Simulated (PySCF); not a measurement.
A search over the determinants of SiN

Unrestricted PBE0; PySCF, no relativity, basis sets Si cc-pV(D+d)Z, N cc-pVDZ. Outer shells of the fragments: Si 3s2 3p2; N 2s2 2p3.

Followed along the bond (rough minima from three points):

```
2Ms+1     unpaired  ⟨S²⟩ at the start  R at minimum (Å)  Te (eV)
    2          σ ↑               0.94              1.57     0.00
    2          π ↑               0.80              1.65     0.16
    4        π ↑↑↑               3.76  none in the scan   ≤ 2.37
    6  σ ↑, π ↑↑↑↑               8.76  none in the scan   ≤ 4.34
```

Solutions found at the starting distance of 1.770 Å, counted from the lowest of them; the search is not exhaustive and high or unbound solutions are not listed, so other states can lie among these:

| 2Ms+1 | unpaired | term | E (eV) | ⟨S²⟩ | ⟨Lz²⟩ | μ (D) |
| --- | --- | --- | --- | --- | --- | --- |
| 2 | π ↑ | ²Π | 0.00 | 0.80 | 1.01 | -2.55 |
| 2 | σ ↑ | ²Σ⁺ | 0.26 | 0.94 | 0.00 | -2.55 |
| 4 | π ↑↑↑ | ⁴Π | 2.14 | 3.76 | 1.01 | -0.49 |
| 4 | σ ↑, π ↑↑ | mixed | 2.22 | 3.78 | 2.01 | -1.34 |
| 2 | π ↑↑↓ | mixed | 2.73 | 1.76 | 3.02 | -0.45 |
| 4 | σ ↑, π ↑↑ | mixed | 2.73 | 3.76 | 2.00 | -1.45 |
| 2 | σ ↓, π ↑↑ | mixed | 2.87 | 1.78 | 2.01 | -1.32 |
| 2 | σ ↓, π ↑↑ | mixed | 3.41 | 1.77 | 2.01 | -1.47 |
| 6 | σ ↑, π ↑↑↑↑ | ⁶Σ⁺ | 4.38 | 8.76 | 0.00 | 0.06 |
| 2 | π ↑ | mixed | 4.62 | 0.76 | 3.01 | -0.32 |

A term symbol is given only where ⟨S²⟩ and ⟨Lz²⟩ are close to those of a pure state; real π, δ and φ orbitals otherwise mix terms. A positive dipole means Si(−)N(+).

**Question.** Compare the gap between the two lowest followed solutions at the starting distance with the gap between their minima.

**Answer.** At PBE0 the second solution (doublet, unpaired electrons π ↑) lies -0.26 eV from the first (doublet, unpaired electrons σ ↑) at 1.770 Å and +0.16 eV at the minima; the two curves relax by different amounts, since their minima lie near 1.65 and 1.57 Å.

Counting both spins, an empty level lies below a filled one in some of these solutions, because spin and occupation are held.
